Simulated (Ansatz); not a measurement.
`OC/N=C\F` and `F/C=N\CF` differ in one atom or group.

Ansatz, PBE0-D4/def2-TZVP geometries, multiplicity 1. Each molecule was computed in one conformer, which needn't be the lowest.

| property | `OC/N=C\F` |
| --- | --- |
| LUMO energy (PBE/def2-TZVPP) / eV | -1.40 |
| size of the dipole moment (PBE/def2-TZVPP) / D | 1.61 |
| HOMO energy (B3LYP/def2-TZVPP) / eV | -7.96 |
| ideal-gas entropy at 298 K and 1 bar (rigid rotor, harmonic PBE0-D4/def2-TZVP) / J/(mol·K) | 313 |
| HOMO–LUMO gap (PBE0/def2-TZVPP) / eV | 7.89 |
| size of the dipole moment (ωB97M-V/def2-TZVPP) / D | 1.73 |

(1) What does the change do to each property? (An estimate is asked.)

## Answers

(1) Ansatz gave: 
```tsv
property	`F/C=N\CF`	shift
LUMO energy (PBE/def2-TZVPP) / eV	-1.34	0.06
size of the dipole moment (PBE/def2-TZVPP) / D	1.40	-0.21
HOMO energy (B3LYP/def2-TZVPP) / eV	-8.54	-0.58
ideal-gas entropy at 298 K and 1 bar (rigid rotor, harmonic PBE0-D4/def2-TZVP) / J/(mol·K)	303	-10
HOMO–LUMO gap (PBE0/def2-TZVPP) / eV	8.54	0.65
size of the dipole moment (ωB97M-V/def2-TZVPP) / D	1.55	-0.18
```

With PBE0 the HOMO falls by 0.60 eV and the LUMO rises by 0.06 eV, so the gap widens by about 0.66 eV. PBE moves the HOMO by -0.66 eV and ωB97M-V by -0.53 eV. The zero-point energy changes by -31.6 kJ/mol with -3 modes. Dipoles are sizes alone; their direction can turn. Modes under 60 cm⁻¹, often nearly free rotors, make the harmonic entropy too high.

B3LYP here is the variant with VWN-RPA as its local correlation; programs differ in this.
